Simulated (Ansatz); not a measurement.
A nudged elastic band was laid between two geometries of BClH4O (7 atoms, charge 0, multiplicity 1).

All numbers below come from RKS PBE0-D4/def2-SVP in Ansatz.

```
movable images  : 9
climbing image  : yes
spring          : 5.0 eV/Å²
optimiser       : quadratic models (default)
start path      : through a guess of the saddle point
force threshold : 0.03 eV/Å
iteration limit : 60
end points      : relaxed
```

First end point:

```xyz
7
Properties=species:S:1:pos:R:3
B 0.016 -0.099 0.133
Cl -0.381 0.514 1.826
H 1.152 0.134 -0.209
H -0.874 0.082 -0.667
O 0.013 -1.737 0.321
H -0.875 -1.990 0.618
H 0.599 -1.934 1.069
```

Last end point:

```xyz
7
Properties=species:S:1:pos:R:3
B -0.092 -0.372 -0.623
Cl 0.754 -0.511 3.221
H 0.582 0.580 -0.315
H -0.497 -0.567 -1.747
O -0.394 -1.247 0.365
H -0.935 -1.994 0.085
H 0.232 -0.919 2.104
```

**Question.** Which bonds break or form, and what moves?

**Answer.** Bonds broken: B1–Cl2, O5–H7. Bonds formed: Cl2–H7. BClH4O becomes BH3O + ClH.

**Question.** Give the energies along the band, and the barrier.

**Answer.** The run converged. The highest image is number 3 of 0 to 10, 71.8 kJ/mol above the first end and 68.5 kJ/mol above the last; the last end lies 3.4 kJ/mol above the first. A vibrational analysis at the climbing image gives one clearly imaginary mode, 960i cm⁻¹: a first-order saddle point. The orbitals stay closed-shell, which can raise the energy where a bond breaks towards radicals; this wasn't checked here.

```tsv
image	path coordinate (Å)	energy (kJ/mol)	B1–Cl2 (Å)	O5–H7 (Å)	Cl2–H7 (Å)
0	0.00	0.0	1.84	0.97	2.74
1	0.51	1.0	1.85	0.97	2.48
2	1.03	13.1	1.92	1.00	1.99
3	1.54	71.8	2.23	1.31	1.48
4	1.99	33.0	2.62	1.75	1.32
5	2.44	13.8	3.05	2.04	1.29
6	2.89	9.6	3.40	2.07	1.29
7	3.34	7.4	3.63	1.98	1.30
8	3.79	5.6	3.76	1.92	1.30
9	4.24	4.0	3.88	1.88	1.30
10	4.69	3.4	3.94	1.88	1.30
```

**Question.** What is the geometry of the highest image?

**Answer.** 
```xyz
7
Properties=species:S:1:pos:R:3
B 0.071 -0.324 -0.084
Cl -0.075 0.195 2.075
H 1.140 0.142 -0.373
H -0.964 0.046 -0.578
O 0.124 -1.739 0.338
H -0.724 -2.177 0.194
H 0.078 -1.173 1.518
```

**Question.** What are the harmonic wavenumbers there?

**Answer.** 960i, 371, 487, 526, 668, 837, 988, 1078, 1091, 1153, 1246, 1540, 2605, 2733, 3867 cm⁻¹.

The run took 5 min on 1 thread of Arm Neoverse V2, on a shared host, peak memory 0.12 GiB.
